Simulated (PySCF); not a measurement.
# One shape, several levels: CHClFN (SMILES [H]/N=C(/F)Cl)

Aim: a comparison of 3 runs (HF/STO-6G, ULRC-wPBE/6-31G**, CASSCF(4,4)/pc-0) of CHClFN. 

Program for the calculation: PySCF 2.14.0.

4 further runs of the same task are left out: 2 that didn't finish, 2 set aside as unsound or not needed.

**1. The system as given**

CHClFN has 5 atoms, charge 0, and is taken as a singlet. As SMILES, `[H]/N=C(/F)Cl`. The shape is that of a PBE0-D4/def2-TZVP optimisation.

Bond lengths: N1–C2 1.237 Å, C2–F3 1.314 Å, C2–Cl4 1.729 Å, N1–H5 1.013 Å. Angles: N1–C2–F3 121.4°, N1–C2–Cl4 128.7°, F3–C2–Cl4 110.0°, C2–N1–H5 112.7°.

**2. The charge distribution at HF/STO-6G (run 1)**

Input file mol.xyz:

```xyz
5

N      0.321100     0.940500     0.274400
C      0.137900    -0.274600     0.128500
F      0.810300    -1.157400     0.832100
Cl    -0.953500    -1.081700    -0.943200
H     -0.266000     1.499600    -0.333300
```

Input file run.py:

```python
import numpy
from pyscf import gto, scf, lo

mol = gto.M(
    atom='mol.xyz',
    cart=True,
    max_memory=1860,
    basis='sto-6g',
    charge=0,
    verbose=4,
)

mf = scf.RHF(mol)
mf.kernel()

e_final = mf.e_tot
print(f'total energy: {e_final:.8f} hartree')
dip = mf.dip_moment()
pop, q = mf.mulliken_pop()
quad = mf.quad_moment()
occ = mf.mo_coeff[:, mf.mo_occ > 0]
iaos = lo.vec_lowdin(lo.iao.iao(mol, occ), mf.get_ovlp())
c = iaos.T @ mf.get_ovlp() @ occ
pop_iao, q_iao = scf.hf.mulliken_pop(lo.iao.reference_mol(mol), (c * mf.mo_occ[mf.mo_occ > 0]) @ c.T, numpy.eye(c.shape[0]), verbose=0)
print('IAO charges', numpy.round(q_iao, 4))
```

On the command line:

```console
OMP_NUM_THREADS=1 python run.py
```

The program printed:

```text
PySCF version 2.14.0

[... 58 lines left out ...]
converged SCF energy = -649.522189709834
total energy: -649.52218971 hartree
Dipole moment(X, Y, Z, Debye): -0.54188,  0.63183, -0.56445
[... 34 lines left out ...]
IAO charges [-0.3336  0.2772 -0.1245 -0.0434  0.2243]
```

It took 1.3 s on 1 thread of Arm Neoverse V1, shared host; peak memory 0.12 GiB.

Atomic charges (e):

```
atom  Mulliken     IAO
  N1    -0.328  -0.334
  C2    +0.334  +0.277
  F3    -0.103  -0.124
 Cl4    -0.114  -0.043
  H5    +0.211  +0.224
```

**3. The energy at ULRC-wPBE/6-31G(d,p) (density fitting with aug-cc-pvtz-jkfit, Cartesian functions, SMD ethanol) (run 2)**

Input file start.xyz:

```xyz
5

N      0.321100     0.940500     0.274400
C      0.137900    -0.274600     0.128500
F      0.810300    -1.157400     0.832100
Cl    -0.953500    -1.081700    -0.943200
H     -0.266000     1.499600    -0.333300
```

Input file job.py:

```python
import pyscf.grad
from pyscf import gto, dft, solvent
from pyscf.pbc.tools.pyscf_ase import PySCF, ase_atoms_to_pyscf
from ase.io import read

atoms = read('start.xyz')

mol = gto.Mole()
mol.atom = ase_atoms_to_pyscf(atoms)
mol.spin = 0
mol.max_memory = 1860
mol.basis = '6-31g**'
mol.cart = True
mol.verbose = 4
mol.build()

mf = dft.UKS(mol)
mf.xc = 'lrc-wpbe'
mf = mf.density_fit(auxbasis='aug-cc-pvtz-jkfit')
mf = mf.SMD()
mf.with_solvent.solvent = 'ethanol'
atoms.calc = PySCF(method=mf)

e_ev = atoms.get_potential_energy()
print('energy %.6f eV' % e_ev)
```

On the command line:

```console
OMP_NUM_THREADS=1 python job.py
```

The program printed:

```text
PySCF version 2.14.0

[... 81 lines left out ...]
Solvent Energy = -0.0126889077194152
[... 13 lines left out ...]
Solvent Energy = -0.00683777785575537
[... 13 lines left out ...]
Solvent Energy = -0.00703852777736961
[... 13 lines left out ...]
Solvent Energy = -0.0070482343541651
[... 13 lines left out ...]
Solvent Energy = -0.00705342247597408
[... 13 lines left out ...]
Solvent Energy = -0.00705325305811035
[... 13 lines left out ...]
Solvent Energy = -0.00705330735604242
[... 8 lines left out ...]
converged SCF energy = -653.150328177454  <S^2> = 2.6787461e-11  2S+1 = 1
energy -17773.125709 eV
```

It took 28 s on 1 thread of Arm Neoverse V1, shared host; peak memory 0.45 GiB.

**4. The energy at CASSCF(4,4)/pc-0 (density fitting with cc-pvtz-jkfit) (run 3)**

Input file input.py:

```python
# N=C(F)Cl
from pyscf import gto, mcscf

molecule = gto.M(
    atom=[
    ('N', (0.321100, 0.940500, 0.274400)),
    ('C', (0.137900, -0.274600, 0.128500)),
    ('F', (0.810300, -1.157400, 0.832100)),
    ('Cl', (-0.953500, -1.081700, -0.943200)),
    ('H', (-0.266000, 1.499600, -0.333300)),
],
    spin=0,
    verbose=4,
    basis='pc-0',
    max_memory=1860,
)

calc0 = molecule.RHF()
calc0 = calc0.density_fit(auxbasis='cc-pvtz-jkfit')
calc0.kernel()

cas = mcscf.CASSCF(calc0, 4, 4)
cas.fix_spin_(ss=0.0)
cas.natorb = True
cas.kernel()
e_final = cas.e_tot
print(f'total energy: {e_final:.8f} hartree')
```

On the command line:

```console
OMP_NUM_THREADS=1 python input.py
```

The program printed:

```text
PySCF version 2.14.0

[... 62 lines left out ...]
converged SCF energy = -650.948973684193
[... 23 lines left out ...]
sorting_mo_energy = False
[... 35 lines left out ...]
1-step CASSCF converged in  10 macro (161 JK  35 micro) steps
[... 2 lines left out ...]
Natural orbital (expansion on meta-Lowdin AOs) in CAS space
[... 14 lines left out ...]
CASSCF energy = -651.011416308782
[... 1 line left out ...]
total energy: -651.01141631 hartree
```

Run time: 7.8 s. Hardware: 1 thread of Arm Neoverse V1, shared host; peak memory 0.13 GiB.

**5. Overview of the runs**

```
run                                                                                         level        task  integral approximation  energy (Eh)  dipole moment (D) of the reference  HOMO energy (eV)  LUMO energy (eV)  wall time
  1                                                                                     HF/STO-6G  properties                    none  -649.522190                                1.01            -10.60              6.94      1.3 s
  2  ULRC-wPBE/6-31G** (density fitting with aug-cc-pvtz-jkfit, Cartesian functions, SMD ethanol)      energy       aug-cc-pvtz-jkfit  -653.150328                                1.83            -10.89              2.15       28 s
  3                                         CASSCF(4,4)/pc-0 (density fitting with cc-pvtz-jkfit)      energy           cc-pvtz-jkfit  -651.011416                                2.31            -12.67              3.66      7.8 s
```

**6. Results**

```
                                    quantity          value
                         run 3: total energy  -651.01142 Eh
 run 3: dipole moment (Hartree–Fock density)         2.31 D
  run 3: HOMO energy (Hartree–Fock orbitals)      -12.67 eV
  run 3: LUMO energy (Hartree–Fock orbitals)        3.66 eV
run 3: HOMO–LUMO gap (Hartree–Fock orbitals)       16.33 eV
```

What this shows: In run 1 the basis is minimal, so the values are rough. All runs together took 37 s, the longest 28 s.
